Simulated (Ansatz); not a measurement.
C2H6S (SMILES CSC): the vertical ionisation energy from total energies

C2H6S: 9 atoms, total charge 0, spin state singlet. As SMILES, `CSC`. The shape is that of a PBE0-D4/def2-TZVP optimisation.

```xyz
9

C    -0.4749    1.0469   -0.7325
S     0.8265   -0.1854   -0.8360
C     0.5226   -1.0634    0.7001
H    -1.4613    0.5792   -0.7067
H    -0.4047    1.6660   -1.6274
H    -0.3474    1.6841    0.1451
H    -0.4743   -1.5088    0.7105
H     1.2628   -1.8613    0.7674
H     0.6393   -0.4038    1.5625
```

Both states at this one shape; open shells run unrestricted unless said. 1 Eh = 27.2114 eV.

```
                                   level  program  singlet C2H6S (Eh)  doublet C2H6S+ (Eh)  HOMO of the first (eV)
                           B3LYP/cc-pVDZ   Ansatz         -478.029805          -477.714500                   -5.85
                           wB97X/cc-pVDZ   Ansatz         -477.987650          -477.668982                   -8.53
PBE-QIDH/cc-pVDZ, 7 core orbitals frozen   Ansatz         -477.640711          -477.323698                   -8.09
```

Task: Work out the vertical ionisation energy at each level.

Result: 
1. B3LYP/cc-pVDZ: -477.714500 − (-478.029805) = 0.315305 Eh = 8.58 eV; −ε(HOMO) = 5.85 eV.
2. wB97X/cc-pVDZ: -477.668982 − (-477.987650) = 0.318668 Eh = 8.67 eV; −ε(HOMO) = 8.53 eV.
3. PBE-QIDH/cc-pVDZ: -477.323698 − (-477.640711) = 0.317013 Eh = 8.63 eV; −ε(HOMO) = 8.09 eV.

No measured value is set beside it here; the levels span 8.58 to 8.67 eV.
